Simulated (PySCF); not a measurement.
Numbering as in the mapped SMILES `[CH3:1][n:2]1[n:3][cH:4][cH:5][n:6]1`; H(Xn) means a hydrogen on atom n.

Method: J: B3LYP/pcJ-1 (spin–dipole term only in couplings to heteroatoms), GFN2-xTB geometry, GIAO PBE0/pcSseg-1 shieldings, in PySCF (one conformer, no solvent model, relativity neglected, fast rotation and ring inversion assumed for equivalent nuclei).

List the cross peaks expected in HSQC, COSY and HMBC spectra.

## Answers



HSQC (one-bond C–H):
```csv
δH,δC,"1J(C,H) (Hz)"
7.62 (H(C4)/H(C5)),138.4 (C4/C5),199
4.28 (H(C1)),41.6 (C1),145
```

HMBC (two and three bonds, |J| ≥ 2.5 Hz):
```csv
δH,δC [abs. J in Hz]
7.62 (H(C4)/H(C5)),138.4 (C4/C5) [13.6]
```

No COSY cross peaks are expected.

δ = σ(ref) − σ, references computed at the same level: TMS for 1H (σ = 31.72 ppm) and 13C (σ = 186.93 ppm).

Shifts are as computed. Against solution values, carbons near 30 ppm lie about +3 ppm off and those near 130 ppm about +5 ppm. Of 1211 compounds with measured shifts, 218 miss one by over three times the rms of a fit or turn the order of signals round; such compounds aren't used in these exercises.
